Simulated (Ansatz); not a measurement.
A calculation with Ansatz (development build ahead of 0.2.0).

```yaml
crystal:
  periodic: [false, false, false]
  atoms:
    - { symbol: C, position_ang: [0.0, 0.0, 0.0] }
    - { symbol: H, position_ang: [-0.3913, 0.89842, -0.64043] }
    - { symbol: H, position_ang: [0.3913, -0.64043, -0.89842] }
    - { symbol: H, position_ang: [-0.3913, -0.89842, 0.64043] }
    - { symbol: H, position_ang: [0.3913, 0.64043, 0.89842] }
basis:
  gaussian: { orbitals: cc-pVTZ }
total_charge: 1
magnetization:
  spin_polarized: true
  initial_magnetization: 1
hamiltonian:
  xc: hf
correlation:
  method: ccsd_t
  frozen_orbitals: { C: 1, H: 0 }
```

The input is written out in the form of the current development build from the run's settings.

Output:

```json
{
  "Converged": "yes",
  "Reference energy": "-39.76668 hartree",
  "CCSD correlation energy": "-0.18818 hartree",
  "Triples correction": "-0.00569 hartree",
  "Total energy": "-39.96055 hartree",
  "Spin squared of the determinant": "0.759"
}
```
